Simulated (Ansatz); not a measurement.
Input file:

```yaml
crystal:
  periodic: [false, false, false]
  atoms:
    - {symbol: Si, position_ang: [0.085393, 0.827147, 1.731618]}
    - {symbol: Ge, position_ang: [-0.046320, -0.640734, 0.004200]}
    - {symbol: Si, position_ang: [-0.002861, 0.803098, -1.742991]}
    - {symbol: H, position_ang: [1.038476, 0.750691, 0.014234]}
basis:
  gaussian: {orbitals: cc-pVDZ}
magnetization: {spin_polarized: true, initial_magnetization: 1}
correlation: {method: ccsdt_q, electrons: outside_noble_gas}
```

```sh
$ ansatz run in.yaml --threads 1 --pin off --events-out ev --progress --plain --max-ram 2393MiB
```

Output:

```
1374 factors; integrals over basis functions are off by at most 1.6e-7 eV
mean field evaluation 1: about -72207.8531 eV, gradient 5.9e0 eV
mean field evaluation 2: about -72207.8600 eV, gradient 5.9e0 eV
mean field evaluation 4: about -72208.7333 eV, gradient 1.2e0 eV
mean field evaluation 8: about -72208.8888 eV, gradient 4.6e-1 eV
mean field evaluation 16: about -72209.0174 eV, gradient 1.6e-3 eV
mean field evaluation 32: about -72209.0105 eV, gradient 1.7e-1 eV
mean field evaluation 64: about -72208.4957 eV, gradient 2.9e0 eV
mean field evaluation 96: about -72208.8480 eV, gradient 5.8e-2 eV
mean field evaluation 128: about -72206.2553 eV, gradient 7.2e0 eV
mean field evaluation 160: about -72208.6189 eV, gradient 1.9e-2 eV
...
cycle  33  -8.17253421 eV  change    1.4e-6 eV  update   1.3e-5
cycle  34  -8.17252810 eV  change    6.1e-6 eV  update   9.3e-6
cycle  35  -8.17252691 eV  change    1.2e-6 eV  update   6.4e-6
cycle  36  -8.17252440 eV  change    2.5e-6 eV  update   4.4e-6
cycle  37  -8.17252671 eV  change   -2.3e-6 eV  update   3.0e-6
cycle  38  -8.17252870 eV  change   -2.0e-6 eV  update   1.8e-6
cycle  39  -8.17252876 eV  change   -5.9e-8 eV  update   1.2e-6
cycle  40  -8.17252835 eV  change    4.1e-7 eV  update   8.4e-7
cycle  41  -8.17252769 eV  change    6.6e-7 eV  update   6.2e-7
cycle  42  -8.17252711 eV  change    5.8e-7 eV  update   4.8e-7
perturbative correction -0.07802384 eV, -0.0028673233 hartree
Total energy: -72217.26795530 eV, -2653.9356467351 hartree
```

Ran on 1 thread of Arm Neoverse V2, shared host: 4.2 min wall, 0.84 GiB peak host memory.
